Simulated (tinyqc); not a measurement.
Stretching all distances: RHF, UHF, MP2, CISD and CCSD against full CI in the sto-3g basis, for LiH, spin multiplicity 1. Computed by the program tinyqc with PySCF. 

Geometry (angstrom):

| atom | x | y | z |
|---|---|---|---|
| Li | 0.0000 | 0.0000 | 0.0000 |
| H | 0.0000 | 0.0000 | 1.3830 |

All coordinates are multiplied by the scale. c0^2 is the weight of the RHF determinant in the lowest singlet FCI state (UHF is spin-contaminated and may lie near states of higher spin) and n(LUMO) the first natural occupation beyond the occupied space.

Full CI energy (hartree) and errors against it (kcal/mol):

| scale | distance 1-2 (angstrom) | E(FCI) | RHF | UHF | MP2 | CISD | CCSD | <S^2> UHF | c0^2 | n(LUMO) |
|---|---|---|---|---|---|---|---|---|---|---|
| 0.9900 | 1.3692 | -7.876239 | 11.0768 | 11.0768 | 3.8302 | 0.0065 | 0.0050 | 0.0000 | 0.9802 | 0.0316 |
| 1.2300 | 1.7011 | -7.879390 | 14.0001 | 14.0001 | 5.3432 | 0.0094 | 0.0075 | 0.0000 | 0.9699 | 0.0504 |
| 1.4700 | 2.0330 | -7.858606 | 19.6342 | 19.6342 | 8.3415 | 0.0145 | 0.0118 | 0.0000 | 0.9451 | 0.0930 |
| 1.7100 | 2.3649 | -7.833172 | 28.4995 | 18.3921 | 13.2229 | 0.0240 | 0.0202 | 0.6574 | 0.8946 | 0.1761 |
| 1.9500 | 2.6968 | -7.811903 | 41.0633 | 11.7691 | 20.1253 | 0.0395 | 0.0348 | 0.8542 | 0.8100 | 0.3136 |
| 2.1900 | 3.0288 | -7.797910 | 56.6497 | 6.3894 | 27.9306 | 0.0579 | 0.0524 | 0.9333 | 0.7116 | 0.4839 |
| 2.4300 | 3.3607 | -7.790126 | 73.0622 | 3.2542 | 34.1173 | 0.0733 | 0.0662 | 0.9688 | 0.6340 | 0.6377 |

UHF parts from RHF first at scale 1.71 of those listed, where <S^2> leaves zero. The weight c0^2 goes from 0.98 to 0.63 and n(LUMO) from 0.03 to 0.64: static correlation grows as the bonds break into open-shell fragments. The spread of the error along the curve, which distorts its shape, is CCSD 0.1, CISD 0.1, UHF 16.4, MP2 30.3, RHF 62.0 kcal/mol.
